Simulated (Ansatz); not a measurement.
One geometry of the Al atom, several functionals.

```yaml
crystal:
  periodic: [false, false, false]
  atoms:
    - {symbol: Al, position_ang: [0.000000, 0.000000, 0.000000]}
basis:
  gaussian: {orbitals: def2-TZVPP}
magnetization: {spin_polarized: true, initial_magnetization: 1}
hamiltonian: {xc: pbe0}
output: {orbitals: {seedname: orbitals}}
```

```sh
$ ansatz run in.yaml --threads 2 --pin off --events-out ev --progress --plain
```

It prints (some lines left out):

```
Functional definition: PBE0
300 factors; their error is unknown
mean field evaluation 1: about -6591.8708 eV, gradient 1.8e0 eV
mean field evaluation 2: about -6591.9167 eV, gradient 4.5e-1 eV
mean field evaluation 4: about -6591.9205 eV, gradient 3.8e-2 eV
mean field evaluation 8: about -6591.9307 eV, gradient 6.5e-4 eV
mean field -6591.93069081 eV, -242.2489847163 hartree, gradient 4.6e-5 eV, S^2 0.757228; 0 other end points of the search recorded, 0 dependent functions left out
reference -6591.93070944 eV, -242.2489854009 hartree; 7, 6 occupied and 35, 36 virtual orbitals, 300 factors
Total energy: -6591.93070944 eV, -242.2489854009 hartree
```

It took 0.4 s on 2 threads of a server CPU on a shared host, with 0.09 GiB of host memory at the peak.

With the line `hamiltonian: {xc: {name: PBE-QIDH}}` (abridged; 0.5 s):

```
Functional definition: PBE-QIDH
mean field evaluation 16: about -6589.0001 eV, gradient 5.1e-6 eV
mean field -6589.00005054 eV, -242.1412856726 hartree, gradient 5.1e-6 eV, S^2 0.762697
5 core orbitals not correlated: weight in the atoms' cores, before any rotation towards them, 1.000 or more for the frozen orbitals, at most 0.000 for the correlated occupied ones
second order -1.16094607 eV of doubles, -0.00000000 eV of singles
Total energy: -6589.38704014 eV, -242.1555072781 hartree
```

The same input with `hamiltonian: {xc: pbe}` (abridged; 0.9 s):

```
Functional definition: PBE
mean field evaluation 16: about -6591.3497 eV, gradient 1.3e-4 eV
mean field evaluation 32: about -6591.3497 eV, gradient 1.6e-5 eV
mean field -6591.34970989 eV, -242.2276340610 hartree, gradient 1.2e-5 eV, S^2 0.755310; 4 other end points of the search recorded, 0 dependent functions left out
Total energy: -6591.34973474 eV, -242.2276349745 hartree
```

Changing it to `hamiltonian: {xc: lda}` (abridged; 0.4 s):

```
Functional definition: SPW92
mean field evaluation 16: about -6566.2901 eV, gradient 2.4e-5 eV
mean field -6566.29012410 eV, -241.3067112694 hartree, gradient 8.1e-6 eV, S^2 0.751719; 2 other end points of the search recorded, 0 dependent functions left out
Total energy: -6566.29014455 eV, -241.3067120208 hartree
```

Changing it to `hamiltonian: {xc: {name: revPBE}}` (abridged; 0.9 s):

```
Functional definition: revPBE
mean field evaluation 16: about -6593.7041 eV, gradient 1.7e-4 eV
mean field evaluation 32: about -6593.7041 eV, gradient 1.8e-5 eV
mean field -6593.70406517 eV, -242.3141550218 hartree, gradient 1.7e-5 eV, S^2 0.756261; 4 other end points of the search recorded, 0 dependent functions left out
Total energy: -6593.70409604 eV, -242.3141561562 hartree
```

Changing it to `hamiltonian: {xc: {name: LC-wPBE}}` (abridged; 0.6 s):

```
Functional definition: LC-wPBE
mean field -6592.46597343 eV, -242.2686559895 hartree, gradient 9.9e-6 eV, S^2 0.761278
Total energy: -6592.46597343 eV, -242.2686559897 hartree
```
